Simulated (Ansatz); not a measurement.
Single points on B2Cl.

```yaml
crystal:
  periodic: [false, false, false]
  atoms:
    - {symbol: B, position_ang: [0.076359, 1.464538, -0.580993]}
    - {symbol: B, position_ang: [0.103204, 0.035888, -0.025597]}
    - {symbol: Cl, position_ang: [-0.179563, -1.500425, 0.606590]}
basis:
  gaussian: {orbitals: def2-TZVP, initial_orbitals: start.molden}
magnetization: {spin_polarized: true, initial_magnetization: 1}
correlation: {method: mp2}
scf: {omitted_lower_state_checks: [starts]}
output: {orbitals: {seedname: orbitals}}
```

The file start.molden holds the orbitals of an earlier run on this structure, at another level or in another basis.

```sh
$ ansatz run in.yaml --threads 4 --pin off --events-out ev --progress --plain --max-ram 3916MiB
```

Output, abridged:

```
Functional definition: HF
606 factors; integrals over basis functions are off by at most 1.2e-3 eV
mean field evaluation 1: about -13843.5715 eV, gradient 1.8e1 eV
mean field evaluation 2: about -13844.0098 eV, gradient 7.2e-1 eV
mean field evaluation 4: about -13844.0435 eV, gradient 8.7e-2 eV
mean field evaluation 8: about -13844.0506 eV, gradient 2.0e-5 eV
mean field -13844.05060117 eV, -508.7594757584 hartree, gradient 1.8e-6 eV, S^2 1.760450; 0 other end points of the search recorded, 0 dependent functions left out
7 core orbitals not correlated: weight in the atoms' cores, before any rotation towards them, 1.000 or more for the frozen orbitals, at most 0.000 for the correlated occupied ones
reference -13844.05060117 eV, -508.7594757584 hartree; 7, 6 occupied and 85, 86 virtual orbitals, 606 factors
second order -8.26084720 eV of doubles, -0.00000000 eV of singles
Total energy: -13852.31144837 eV, -509.0630562937 hartree
Checks for a lower state left out: starts
```

Run time 0.4 s (4 threads of Arm Neoverse V2 on a shared host).

As the first input, with `hamiltonian: {xc: pbe, dispersion: d4}` and without the key `correlation` (abridged; 1.2 s):

```
Functional definition: PBE
mean field evaluation 16: about -13863.8876 eV, gradient 5.9e-6 eV
mean field -13863.88761488 eV, -509.4884725664 hartree, gradient 5.9e-6 eV, S^2 1.706657
Total energy: -13863.95233530 eV, -509.4908509977 hartree
Checks for a lower state left out: starts
```

The first input with `gaussian: {orbitals: def2-TZVPD, initial_orbitals: start.molden}`, `hamiltonian: {xc: pbe0, dispersion: d4}` and without the key `correlation` (abridged; 1.7 s):

```
Functional definition: PBE0
mean field -13865.13460362 eV, -509.5342985573 hartree, gradient 5.4e-6 eV, S^2 1.727586
Total energy: -13865.18887405 eV, -509.5362929588 hartree
Checks for a lower state left out: starts
```

The first input with `gaussian: {orbitals: def2-TZVPD, initial_orbitals: start.molden}`, `hamiltonian: {xc: r2scan, dispersion: d4}` and without the key `correlation` (abridged; 3.4 s):

```
Functional definition: r2SCAN
mean field -13869.71334088 eV, -509.7025640480 hartree, gradient 7.3e-6 eV, S^2 1.737141
Total energy: -13869.72704810 eV, -509.7030677790 hartree
Checks for a lower state left out: starts
```

The first input with `hamiltonian: {xc: {name: B97M-V}}` and without the key `correlation` (abridged; 5.5 s):

```
Functional definition: B97M-V
mean field evaluation 16: about -13868.5318 eV, gradient 9.8e-6 eV
mean field -13868.53184852 eV, -509.6591450047 hartree, gradient 9.7e-6 eV, S^2 1.633058
Total energy: -13868.53189661 eV, -509.6591467717 hartree
Checks for a lower state left out: starts
```

The first input with `hamiltonian: {xc: {text: "exchange = 0.95*pbe_x + 0.05*exact_x\ncorrelation = pbe_c"}}` and without the key `correlation` (abridged; 1.3 s):

```
Functional definition: unnamed
mean field -13864.12409610 eV, -509.4971630909 hartree, gradient 4.2e-6 eV, S^2 1.711072
Total energy: -13864.12412866 eV, -509.4971642873 hartree
Checks for a lower state left out: starts
```

As the first input, with `gaussian: {orbitals: STO-3G}`, `hamiltonian: {xc: hf}` and without the key `correlation` (abridged; 0.2 s):

```
Functional definition: HF
mean field evaluation 16: about -13690.3519 eV, gradient 9.7e-1 eV
mean field evaluation 32: about -13690.3765 eV, gradient 1.2e-2 eV
mean field evaluation 64: about -13690.4179 eV, gradient 4.0e-2 eV
mean field -13690.41796977 eV, -503.1135806904 hartree, gradient 9.5e-7 eV, S^2 1.694066; 1 other end points of the search recorded, 0 dependent functions left out
Total energy: -13690.41796977 eV, -503.1135806904 hartree
Checks for a lower state left out: starts
```

Geometry: r2SCAN-D4/def2-TZVP.

Correlated methods freeze 7 core orbitals. At MP2/def2-TZVP, PBE-D4/def2-TZVP, PBE0-D4/def2-TZVPD, r2SCAN-D4/def2-TZVPD and others the charge 0 doublet is spin-contaminated (final ⟨S²⟩ up to 1.76, 0.75 for a pure state). At PBE0-D4/def2-TZVP a quartet of charge 0 lies 0.59 eV below the doublet, each at its own geometry. The structure comes from a short search, and lower isomers may exist.
